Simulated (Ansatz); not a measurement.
## Property card for FeO

These are results of DFT PBEsol, scalar-relativistic, plane waves, PAW (Ansatz 0.2.0), not measurements.

Settings: cutoff 420 eV, Γ-centred mesh 18×18×18 on the computed 2-atom cell, Gaussian smearing of 0.10 eV; collinear spin from starting moments 3.76 0.37 μB.

The structure is relaxed at this level of theory with its symmetry kept.

```cif
data_structure
_symmetry_space_group_name_H-M 'Fm-3m'
_symmetry_Int_Tables_number 225
_cell_length_a 4.2456
_cell_length_b 4.2456
_cell_length_c 4.2456
_cell_angle_alpha 90.000
_cell_angle_beta 90.000
_cell_angle_gamma 90.000
_cell_volume 76.53
loop_
_atom_site_label
_atom_site_type_symbol
_atom_site_symmetry_multiplicity
_atom_site_Wyckoff_symbol
_atom_site_fract_x
_atom_site_fract_y
_atom_site_fract_z
_atom_site_occupancy
Fe1 Fe 4 a 0.00000 0.00000 0.00000 1
O1 O 4 b 0.00000 0.00000 0.50000 1
```

| Quantity | Value |
| --- | --- |
| Space group | Fm-3m (No. 225) |
| Volume per atom | 9.57 Å³ |
| Formation energy from the elements' standard states (uncorrected) | -0.855 eV/atom |
| Kohn–Sham band gap | none (metal) |
| Density of states at the Fermi level | 1.11 states/eV per cell |
| Löwdin character within 0.5 eV of the Fermi level | Fe 3d 90 %, O 2p 9 % |
| Bulk modulus | 209 GPa |
| Its pressure derivative | 4.4 |
| Bader charges (e) | Fe (1 in the cell) 1.33, O (1 in the cell) -1.33 |
| Total moment | 4.00 μB per cell |
| Site moments (μB; atoms counted from 1 over the whole cell) | Fe (atom 1) 3.42, O (atom 2) 0.34 |

Only this magnetic start was tried.